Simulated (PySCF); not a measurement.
## BH$_{4}$, doublet: the ladder up to full CI

Geometry: a point of a stretch scan, not a stationary point.

| atom | x (Å) | y (Å) | z (Å) |
| --- | --- | --- | --- |
| B | -0.0111 | 0.0213 | 0.0211 |
| H | 0.4036 | 0.8338 | 0.8318 |
| H | -0.4354 | -0.7863 | 0.8316 |
| H | -0.4239 | 0.8300 | -0.7943 |
| H | 0.5746 | -1.1065 | -1.0959 |

Basis 6-31G; PySCF 2.14.0. Correlated methods freeze the noble-gas cores, which leaves 7 electrons in 16 orbitals. Prefix R: restricted or restricted open-shell reference; prefix U: unrestricted.

Full CI is exact within this basis and frozen core; it isn't the basis-set limit. The frozen core follows each run's orbitals, which can shift R against U totals by a few meV.

The UHF ⟨S²⟩ is 0.792 and the T1 diagnostic (ROHF- or RHF-based CCSD) is 0.0751. The largest doubles amplitude (ROHF- or RHF-based CCSD) is 0.107 and the T1 diagnostic (UCCSD) is 0.0409.

```csv
level,E − E(full CI) (meV),share of correlation (%),wall time
RHF,2644,0.00,–
UHF,2484,6.06,–
RMP2,838,68.32,–
UMP2,764,71.10,–
RCCSD,77,97.10,–
UCCSD,75,97.15,–
RCCSD(T),26,99.03,0.37 s
UCCSD(T),27,98.99,0.29 s
RCCSDT,2,99.94,1.9 s
UCCSDT,2,99.94,1.9 s
```

The correlation energy at full CI, counted from RHF, is -2.644 eV. The search over symmetries took 10 s on 1 thread of Intel Xeon, shared host; the state has 509,168 determinants.

Times are those of the correlated step on a shared host, with one SCF added for the restricted CCSD run; they ran on 1 thread of Intel Xeon.

The full-CI state has the irrep A' of Cs, in the program's axes.

Natural occupations of full CI about the gap: 1.972 1.961 1.927 1.003 0.049 0.028 0.019 0.019 0.006 0.006; effectively unpaired electrons, Σ n²(2−n)², 1.04.
